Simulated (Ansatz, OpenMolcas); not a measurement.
**BH2F (SMILES [H]B([H])F): the energy, rung by rung**

BH2F has 4 atoms, charge 0, and is taken as a singlet. SMILES: `[H]B([H])F`. The coordinates come from a GFN2-xTB relaxation.

```xyz
4

B     0.0300    0.0492    0.0006
H     1.1984   -0.0340    0.0156
H    -0.5783    1.0502   -0.0194
F    -0.6501   -1.0654    0.0032
```

Quantity: the energy change with the B1–F4 bond stretched from 1.306 to 2.611 Å, in eV. The values are calculated.

```json
{"level": "B3LYP/STO-3G (restricted)", "kind": "global hybrid", "program": "Ansatz", "value (eV)": "8.55", "less FCI/STO-3G": "+2.03"}
{"level": "HSE06/STO-3G (restricted)", "kind": "range-separated hybrid", "program": "Ansatz", "value (eV)": "8.80", "less FCI/STO-3G": "+2.28"}
{"level": "B2PLYP/STO-3G (restricted)", "kind": "double hybrid", "program": "OpenMolcas", "value (eV)": "8.40", "less FCI/STO-3G": "+1.88"}
{"level": "RPA@PBE/STO-3G (restricted)", "kind": "RPA", "program": "Ansatz", "value (eV)": "7.02", "less FCI/STO-3G": "+0.50"}
{"level": "CASPT2(2,2)/STO-3G", "kind": "multireference", "program": "OpenMolcas", "value (eV)": "6.42", "less FCI/STO-3G": "-0.10"}
{"level": "MRCI(2,2)/STO-3G", "kind": "multireference", "program": "OpenMolcas", "value (eV)": "6.42", "less FCI/STO-3G": "-0.10"}
{"level": "CCSD/STO-3G (restricted)", "kind": "coupled cluster or CI", "program": "Ansatz", "value (eV)": "6.49", "less FCI/STO-3G": "-0.03"}
{"level": "CCSDTQ/STO-3G (restricted)", "kind": "coupled cluster or CI", "program": "Ansatz", "value (eV)": "6.52", "less FCI/STO-3G": "0.00"}
{"level": "FCI/STO-3G", "kind": "exact in the basis", "program": "Ansatz", "value (eV)": "6.52", "less FCI/STO-3G": "0.00"}
```

FCI/STO-3G is exact within its basis and frozen core, so for wave-function methods in that basis the difference is their error; functionals converge differently with the basis, so for them it is only a difference. The first shape isn't each level's own minimum. The values span 6.42 to 8.80 eV. All rows use very small basis sets, so none should be taken for the real molecule's value.
